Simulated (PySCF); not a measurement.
## SiB, CCSD(T): how much the basis matters

PySCF, UHF reference; quartet, unpaired electrons σ ↑, π ↑↑; De to Si + B without counterpoise correction. Frozen cores follow the default of each basis and core potential.

```csv
basis,relativity,functions,Re (Å),ωe (cm⁻¹),De (eV),frozen orbitals
STO-3G,no relativity,14,1.838,955,4.24,6
3-21G,no relativity,22,1.985,657,2.61,6
cc-pV(D+d)Z/cc-pVDZ,no relativity,37,1.946,722,2.91,6
jorge-DZP-DKH,spin-free X2C,39,1.950,713,2.89,6
"6-311G(d,p)",no relativity,44,1.927,737,3.02,6
def2-TZVPP,no relativity,73,1.920,741,3.15,6
def2-TZVPPD,no relativity,85,1.921,739,3.16,6
```

How does each smaller set differ from the one with most functions, def2-TZVPPD?

STO-3G: -8.3 pm, +29.2 % in ωe, +1.08 eV in De; 3-21G: +6.4 pm, -11.1 % in ωe, -0.55 eV in De; cc-pV(D+d)Z/cc-pVDZ: +2.5 pm, -2.3 % in ωe, -0.25 eV in De; jorge-DZP-DKH: +2.9 pm, -3.5 % in ωe, -0.27 eV in De; 6-311G(d,p): +0.6 pm, -0.3 % in ωe, -0.14 eV in De; def2-TZVPP: -0.1 pm, +0.3 % in ωe, -0.01 eV in De. All at CCSD(T); the set with most functions is neither the basis-set limit nor always the best. The rows treat relativity differently, so the differences are not basis effects alone.

Correlated steps freeze 6 core orbitals. Correlated levels converge slowly with the basis: in double zeta they bind strong bonds too weakly, by up to about 1 eV, and carry superposition errors of some tenths. The CCSD T1 diagnostic is raised in SiB, a sign that a single reference may not be enough there. 3-21G and STO-3G are very small, so such numbers show the basis as much as the molecule. The state is the lowest determinant that a PBE0 search found; another state may lie lower at other levels.
